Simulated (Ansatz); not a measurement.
**CHOSi+ (quintet): wave-function methods side by side, cc-pVDZ**

An exercise on one series of results from a longer session: the logs are not shown, and one member is left open.

Method: cc-pVDZ, core rule «outside noble gas», up to 7 orbitals frozen; program: Ansatz 0.2.0, Gaussian basis.

The runs, in order: UHF; CCSD(T) on ROHF; CCSD(T) on UHF; BCCD(T) on ROHF; CISD as a restricted active space (open shells left free, so some higher excitations enter); CCSDT(Q) on ROHF; CCSDT(Q) on UHF.

26 further runs of the same task are left out: 14 that didn't finish, 12 set aside as unsound or not needed. Runs told in other sessions of the task aren't counted.

**The system**

The geometry is a PBE0/def2-TZVP stationary point (not a proven minimum) of the parent state, kept for this charge and spin.

4 atoms, charge 1, spin multiplicity 5.

Atoms are counted from 1 here; the program's logs count them from 0.

Bond lengths: C1–O2 1.268 Å, O2–Si3 1.699 Å, Si3–H4 1.496 Å. Angles: C1–O2–Si3 139.4°, O2–Si3–H4 117.6°.

Set-up of the first run:

in.yaml

```yaml
crystal:
  periodic: [false, false, false]
  atoms:
    - {symbol: C, position_ang: [0.000000, 0.333035, 1.722367]}
    - {symbol: O, position_ang: [0.000000, -0.312160, 0.630489]}
    - {symbol: Si, position_ang: [0.000000, -0.015246, -1.042169]}
    - {symbol: H, position_ang: [0.000000, 1.411369, -1.492570]}
basis:
  gaussian: {orbitals: cc-pVDZ}
total_charge: 1
magnetization: {spin_polarized: true, initial_magnetization: 4}
hamiltonian: {xc: hf}
output: {orbitals: {seedname: orbitals}}
```

Started as:

```console
ansatz run in.yaml --threads 1 --pin off --events-out ev --progress --plain --max-ram 2393MiB
```

Among the steps run: UHF; CCSD(T) on ROHF; CCSD(T) on UHF; BCCD(T) on ROHF; CISD as a restricted active space (open shells left free, so some higher excitations enter); CCSDT(Q) on ROHF; CCSDT(Q) on UHF.

One of the session's tables, all rows but one given; the rest of the session is left out.

```
   method  from UCCSDT(Q) (kcal/mol)
     ROHF                    +215.40
      UHF                    +209.23
     RMP2                     +28.95
     UMP2                     +24.98
     CISD                     +29.68
    RCCSD                          ?
    UCCSD                      +8.54
 RCCSD(T)                      +1.97
 UCCSD(T)                      +1.81
  BCCD(T)                      +1.68
   RCCSDT                      +0.77
   UCCSDT                      +0.77
RCCSDT(Q)                      +0.24
UCCSDT(Q)                          0
```

**Question.** Estimate the row for RCCSD.

The run gave: from UCCSDT(Q) (kcal/mol): +9.05. In the column «from UCCSDT(Q) (kcal/mol)» it lies between UCCSD (+8.54) and UMP2 (+24.98).

To keep in mind: Restricted and unrestricted rows rest on different reference determinants; a gap between their highest levels can come from leftover correlation error, from unlike frozen cores or from another state.
